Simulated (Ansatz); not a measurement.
Geometry optimisation of `CC=C=CCl`.

```yaml
crystal:
  periodic: [false, false, false]
  atoms:
    - {symbol: C, position_ang: [-0.994516, 0.745030, -1.078016]}
    - {symbol: C, position_ang: [-0.353096, -0.488600, -0.500646]}
    - {symbol: C, position_ang: [0.551923, -0.502964, 0.460768]}
    - {symbol: C, position_ang: [1.457792, -0.497917, 1.414921]}
    - {symbol: Cl, position_ang: [1.064411, -0.584968, 3.124992]}
    - {symbol: H, position_ang: [-0.771943, 0.832570, -2.163297]}
    - {symbol: H, position_ang: [-0.642020, 1.663203, -0.571723]}
    - {symbol: H, position_ang: [-2.099960, 0.691048, -0.983613]}
    - {symbol: H, position_ang: [-0.671879, -1.461416, -0.926446]}
    - {symbol: H, position_ang: [2.542389, -0.446986, 1.225859]}
basis:
  gaussian: {orbitals: def2-TZVP}
hamiltonian: {xc: pbe0, dispersion: d4}
relax: {f_tol: 0.005, max_steps: 150}
```

```sh
$ ansatz run in.yaml --threads 4 --pin off --events-out ev --progress --plain --max-ram 10444MiB
```

Output, abridged:

```
Functional definition: PBE0
mean field -16743.00219242 eV, -615.2939817568 hartree, gradient 1.9e-5 eV, S^2 0.000000; 0 other end points of the search recorded, 0 dependent functions left out
relax step   1: F+E_penalty+E_count = -16743.16042160 eV  Δ(F+E_penalty+E_count) = +0.000e0 eV  max|allowed force component| = 6.703e-1 eV/Å  Δτ_max = 0.0000 Å  (31 SCF iters, accepted)
mean field -16743.05807475 eV, -615.2960353947 hartree, gradient 1.5e-5 eV, S^2 0.000000; 0 other end points of the search recorded, 0 dependent functions left out
relax step   2: F+E_penalty+E_count = -16743.21782946 eV  Δ(F+E_penalty+E_count) = -5.741e-2 eV  max|allowed force component| = 2.587e-1 eV/Å  Δτ_max = 0.0390 Å  (34 SCF iters, accepted)
mean field -16743.02851993 eV, -615.2949492751 hartree, gradient 1.6e-5 eV, S^2 0.000000; 0 other end points of the search recorded, 0 dependent functions left out
relax step   3: F+E_penalty+E_count = -16743.18875550 eV  Δ(F+E_penalty+E_count) = +2.907e-2 eV  max|allowed force component| = 6.426e-1 eV/Å  Δτ_max = 0.1039 Å  (32 SCF iters, rejected (line search))
mean field -16743.06032351 eV, -615.2961180352 hartree, gradient 1.5e-5 eV, S^2 0.000000; 0 other end points of the search recorded, 0 dependent functions left out
relax step   4: F+E_penalty+E_count = -16743.22003001 eV  Δ(F+E_penalty+E_count) = -2.201e-3 eV  max|allowed force component| = 1.441e-1 eV/Å  Δτ_max = 0.0150 Å  (34 SCF iters, accepted)
mean field -16743.05547687 eV, -615.2959399245 hartree, gradient 1.5e-5 eV, S^2 0.000000; 0 other end points of the search recorded, 0 dependent functions left out
relax step   5: F+E_penalty+E_count = -16743.21608493 eV  Δ(F+E_penalty+E_count) = +3.945e-3 eV  max|allowed force component| = 2.939e-1 eV/Å  Δτ_max = 0.0448 Å  (33 SCF iters, rejected (line search))
mean field -16743.06232556 eV, -615.2961916091 hartree, gradient 1.5e-5 eV, S^2 0.000000; 0 other end points of the search recorded, 0 dependent functions left out
relax step   6: F+E_penalty+E_count = -16743.22248527 eV  Δ(F+E_penalty+E_count) = -2.455e-3 eV  max|allowed force component| = 1.657e-2 eV/Å  Δτ_max = 0.0224 Å  (34 SCF iters, accepted)
mean field -16743.06232495 eV, -615.2961915866 hartree, gradient 1.5e-5 eV, S^2 0.000000; 0 other end points of the search recorded, 0 dependent functions left out
relax step   7: F+E_penalty+E_count = -16743.22250362 eV  Δ(F+E_penalty+E_count) = -1.835e-5 eV  max|allowed force component| = 2.914e-3 eV/Å  Δτ_max = 0.0034 Å  (34 SCF iters, accepted)
mean field -16743.06232495 eV, -615.2961915866 hartree, gradient 1.5e-5 eV, S^2 0.000000; 1 other end points of the search recorded, 0 dependent functions left out
Total energy: -16743.22253411 eV, -615.3020791646 hartree
Atom 0 at    -0.982622     0.738769    -1.065243 Å, force     0.002914    -0.000666    -0.001525 eV/Å
Atom 1 at    -0.342162    -0.487204    -0.497197 Å, force     0.000844    -0.001539    -0.001349 eV/Å
Atom 2 at     0.544964    -0.492163     0.454663 Å, force    -0.001514     0.000394     0.001201 eV/Å
Atom 3 at     1.438174    -0.491345     1.395285 Å, force     0.001614     0.000446    -0.001455 eV/Å
Atom 4 at     1.034655    -0.583543     3.080118 Å, force    -0.001049    -0.001510    -0.000572 eV/Å
Atom 5 at    -0.781411     0.813593    -2.137788 Å, force    -0.000970    -0.000369    -0.001222 eV/Å
Atom 6 at    -0.616327     1.641119    -0.576988 Å, force    -0.001468     0.000434     0.000515 eV/Å
Atom 7 at    -2.068739     0.691215    -0.944853 Å, force     0.000335     0.001231     0.001657 eV/Å
Atom 8 at    -0.646743    -1.446053    -0.915551 Å, force    -0.001147     0.000347     0.001597 eV/Å
Atom 9 at     2.503312    -0.435389     1.210353 Å, force     0.000442     0.001231     0.001155 eV/Å
Dipole moment:    -0.087248     0.071506    -0.438578 e Å
```

Run time 25 s (4 threads of an AMD EPYC 7R43 on a shared host); peak host memory 0.46 GiB.
